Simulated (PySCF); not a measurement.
# Vibration and rotation of SF⁺

UHF-CCSD(T) constants of SF⁺, ³Σ⁻ (triplet), unpaired electrons π ↑↑ (basis S 6-311G(d,p), F 6-311G(d,p); no relativity; PySCF 2.14; masses 31.9721 and 18.9984 u):

| Item | Value |
| --- | --- |
| ωe | 938.9 cm⁻¹ |
| ωexe | 6.69 cm⁻¹ |
| Be | 0.59689 cm⁻¹ |
| αe | 0.00553 cm⁻¹ |
| D (centrifugal) | 9.65e-07 cm⁻¹ |
| De to S⁺ + F | 2.62 eV |

Problem. Give the vibrational terms G(v) and spacings up to v = 6.

Solution. G(v) = ωe(v+½) − ωexe(v+½)².

```json
{"v": "0", "G(v) (cm⁻¹)": "468", "G(v) − G(v−1)": "", "Bv (cm⁻¹)": "0.5941"}
{"v": "1", "G(v) (cm⁻¹)": "1393", "G(v) − G(v−1)": "926", "Bv (cm⁻¹)": "0.5886"}
{"v": "2", "G(v) (cm⁻¹)": "2305", "G(v) − G(v−1)": "912", "Bv (cm⁻¹)": "0.5831"}
{"v": "3", "G(v) (cm⁻¹)": "3204", "G(v) − G(v−1)": "899", "Bv (cm⁻¹)": "0.5775"}
{"v": "4", "G(v) (cm⁻¹)": "4090", "G(v) − G(v−1)": "885", "Bv (cm⁻¹)": "0.5720"}
{"v": "5", "G(v) (cm⁻¹)": "4962", "G(v) − G(v−1)": "872", "Bv (cm⁻¹)": "0.5665"}
{"v": "6", "G(v) (cm⁻¹)": "5820", "G(v) − G(v−1)": "859", "Bv (cm⁻¹)": "0.5609"}
```

Problem. How well does the Morse estimate ωe²/(4ωexe) reproduce De, and what is D0?

Solution. It gives 4.08 eV, 156 % of the computed De. D0 = De − G(0) = 2.62 − 0.06 = 2.56 eV.

Correlated steps freeze 6 core orbitals. For an ion De counts to the pair picked by the measured ionisation energies or electron affinities, which need not be the lowest pair at this level. The state was picked by a PBE0 search and need not be the measured ground state.
